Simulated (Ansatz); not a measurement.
FeS2 (Pnnm, No. 58) was calculated with HSE06 in Ansatz (PAW).

Run with plane-wave cutoff 460 eV, 6×4×6 k mesh (along the axes of the cell as run), Fermi–Dirac smearing 0.01 eV, no spin polarisation, scalar-relativistic PAW data made under PBE.

Computed at the level's own relaxed cell.

### Question
Give the computed band gap, smallest direct gap on the k points sampled and direct gap at Γ.

### Answer

band gap: 2.59 eV (indirect)
smallest direct gap on the k points sampled: 3.20 eV
direct gap at Γ: 3.42 eV

The computed numbers hold no vibrational or temperature effects.

Cost on a shared machine: very roughly 40 core-minutes.

Ansatz is a first-principles code.
